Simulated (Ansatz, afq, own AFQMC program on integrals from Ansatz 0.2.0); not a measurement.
AFQMC on a folder of integrals that Ansatz 0.2.0 wrote.

```yaml
crystal:
  periodic: [false, false, false]
  atoms:
    - {symbol: Si, position_ang: [0.000000, 0.175282, 0.580727]}
    - {symbol: C, position_ang: [0.000000, -0.448839, -1.205926]}
    - {symbol: H, position_ang: [0.000000, 0.464312, -1.811601]}
basis:
  gaussian: {orbitals: cc-pVDZ}
magnetization: {spin_polarized: false, initial_magnetization: 3}
correlation: {method: ccsd_t, electrons: outside_noble_gas, hamiltonian_folder: ham}
```

```sh
$ ansatz run in.yaml --threads 1 --pin off --events-out ev --progress --plain --max-ram 1382MiB
```

Options of the walk:

```
--method free --trial cid --walkers 50 --time-step 0.02 --max-blocks 30 --target-error 0.00072 --factor-cut 1e-06 --seed 842 --times 0.0,0.4,0.8,1.6,2.4 --taylor-order 6
```

Times are imaginary, in 1/Eh. The walk had a cap of 268 s.

Log:

```
orbitals 31  electrons 6 3  factors 266 of 362
reference energy -327.20208165 Eh
CCSD correlation -0.18769343 Eh in 14 cycles, weight of the determinant in the CISD state 0.8619
repeat  energy at the last time / Eh  error
    10  -327.398002  0.000703
    20  -327.397395  0.000556
    30  -327.397103  0.000498
time / (1/Eh)  energy / Eh  error  mean overlap
  0.00  -327.389898  0.000177  1.1310
  0.40  -327.394642  0.000257  1.1201
  0.80  -327.395570  0.000426  1.1353
  1.60  -327.397000  0.000473  1.1508
  2.40  -327.397103  0.000498  1.2121
energy -327.397103 +/- 0.000498 Eh
```

The run passed its tests (error under three times the target), which doesn't prove that it has relaxed.

Against this walk (error 13.6 meV) on the same determinant: CCSD(T) 35.5 meV higher, CCSDT(Q) 20.5 meV lower (within the noise). The error is statistical, and a free projection of finite length keeps a remainder of its start.

Cautions: remainder of the start not in the error; lower spins were not checked; higher spins were not checked; raised T1 diagnostic (T1 0.040, weight of the determinant 0.86, largest double 0.07).

The walk took 35 s on 1 thread of Arm Neoverse V2 (shared host). The log's last line is the free-projection energy.

CCSDT and higher add their correlation energy to the determinant of the CCSD(T) run, since their own runs factorise the integrals more tightly (a shift of under 2 meV). A walk keeps the symmetry of its determinant, which the program's search chose and which needn't be the lowest solution, so a lower state of the same spin and another symmetry isn't excluded.
